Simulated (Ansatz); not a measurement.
# AlB (singlet): wave-function methods side by side at distance B1–Al2 = 3.811 Å, cc-pVDZ

An exercise on one series of results from a longer session: the logs are not shown, and one member is left open.

The runs use Ansatz 0.2.0, Gaussian basis; cc-pVDZ, core rule «outside noble gas», up to 6 orbitals frozen.

The runs, in order: UHF; CCSD(T) on RHF; CCSD(T) on UHF; BCCD(T) on RHF; CISD; CCSDT(Q) on RHF; CCSDT(Q) on UHF; CCSDTQ on RHF; CASSCF and MRCISD+Q, 2 electrons in 2 orbitals; CASSCF and NEVPT2, 2 electrons in 2 orbitals; CASSCF and MRCISD+Q, 6 electrons in 8 orbitals; CASSCF and NEVPT2, 6 electrons in 8 orbitals; Full CI.

19 further runs of the same task are left out: 1 for a known fault of the program, 13 that didn't finish, 5 set aside as unsound or not needed.

**What is computed**

The geometry derives from a PBE0/def2-TZVP stationary point (not a proven minimum). One bond is set to the value named and the two fragments are kept rigid.

2 atoms, charge 0, spin multiplicity 1.

Atoms are counted from 1 here; the program's logs count them from 0.

No contacts short enough for the rule that draws bonds.

Set-up of the first run:

in.yaml

```yaml
crystal:
  periodic: [false, false, false]
  atoms:
    - {symbol: B, position_ang: [0.000000, 0.000000, 0.000000]}
    - {symbol: Al, position_ang: [0.000000, 0.000000, 3.811000]}
basis:
  gaussian: {orbitals: cc-pVDZ}
magnetization: {spin_polarized: true, initial_magnetization: 0}
hamiltonian: {xc: hf}
output: {orbitals: {seedname: orbitals}}
```

The run is started by

```
> ansatz run in.yaml --threads 1 --pin off --events-out ev --progress --plain --max-ram 2393MiB
```

Among the steps run: UHF; CCSD(T) on RHF; CCSD(T) on UHF; BCCD(T) on RHF; CISD; CCSDT(Q) on RHF; CCSDT(Q) on UHF; CCSDTQ on RHF; CASSCF and MRCISD+Q, 2 electrons in 2 orbitals; CASSCF and NEVPT2, 2 electrons in 2 orbitals; CASSCF and MRCISD+Q, 6 electrons in 8 orbitals; CASSCF and NEVPT2, 6 electrons in 8 orbitals; Full CI.

One of the session's tables, all rows but one given; the rest of the session is left out.

```
     method  from FCI (meV)
        RHF         +4511.4
       RMP2         +1746.0
       UMP2         +1390.6
       CISD          +763.7
      RCCSD          +314.4
      UCCSD          +269.3
   RCCSD(T)           +72.4
   UCCSD(T)          +188.8
    BCCD(T)           +75.1
     RCCSDT           +22.7
     UCCSDT           +34.0
  RCCSDT(Q)            +4.6
  UCCSDT(Q)            +4.0
    RCCSDTQ            +1.3
CASSCF pair               ?
NEVPT2 pair         +1099.3
        FCI               0
```

Q: Estimate the row for CASSCF pair from the others.

**Answer.** from FCI (meV): +3200.4. In the column «from FCI (meV)» it lies between RMP2 (+1746.0) and RHF (+4511.4).

Among the levels timed on like hardware and quicker than the yardstick, those that no quicker one beats, quickest first: CISD (0.79 s, +763.7 meV); RCCSD(T) (2.1 s, +72.4 meV); RCCSDT(Q) (4.5 s, +4.6 meV); UCCSDT(Q) (14 s, +4.0 meV).

Not comparable, so not listed: CASSCF and MRCISD+Q, 2 electrons in 2 orbitals (they don't share determinant, frozen orbitals or solution with the rows shown, or repeat one).

To keep in mind: The determinant is far from a pure spin state, so its energy mixes those of several spin states (harmless only where they are near-degenerate, as at dissociation). The report flags that the cluster equations may have other roots. The yardstick is full CI for this spin, exact in this basis with these frozen cores. Left out of the table: CASSCF valence, NEVPT2 valence, MRCISD valence, MRCISD+Q valence (the active space lost an orbital or holds another state than full CI finds). Left out of the table: UHF (another determinant or state than the rows shown). The program flags RCCSD(T), BCCD(T), RCCSDT(Q), UCCSDT(Q), RCCSDTQ as in doubt, so those rows may rest on another solution; read them beside their warnings. With 1.1 effectively unpaired electrons against 0 the state is strongly multireference. Restricted and unrestricted rows rest on different reference determinants; where their highest levels disagree by more than a few hundredths of an eV, they describe different states and don't form one ladder. Warnings in the runs' records: other roots, passed over end.
